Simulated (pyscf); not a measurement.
Single points on ωB97X-D3(BJ)/def2-SVP structures (PySCF, gas phase).

SMILES: [OH][Sc]([OH])[OH]
```xyz
7

O     -0.1888    -1.4057    -0.5507
Sc    -0.2641     0.4572    -0.6896
O      0.3271     1.5243     0.7259
O     -0.9315     1.2550    -2.2432
H     -0.3095    -2.3028    -0.8635
H      0.6840     1.6979     1.5976
H     -1.1700     1.9996    -2.7965
```
Charge 0, spin multiplicity 1.

**Question.** What is the homolytic dissociation enthalpy (298 K, ωB97M-D3(BJ)/def2-TZVP) of the H–O bond of `[OH][Sc]([OH])[OH]`, to [O–Sc(OH)–OH]• + H•?

**Answer.** H–O to [O–Sc(OH)–OH]• + H•: 119.2 kcal/mol. The 7 functionals that were run give +115.8 (r²SCAN) to +120.5 kcal/mol (M06-2X). The radicals are drawn with the spin at the cut bond; how far it spreads was not checked. Other isomers of [O–Sc(OH)–OH]• were not searched in full and may lie lower. Open-shell species with a d-block atom are single-reference here; other states, and whether the spin sits on metal or ligand, were not checked.
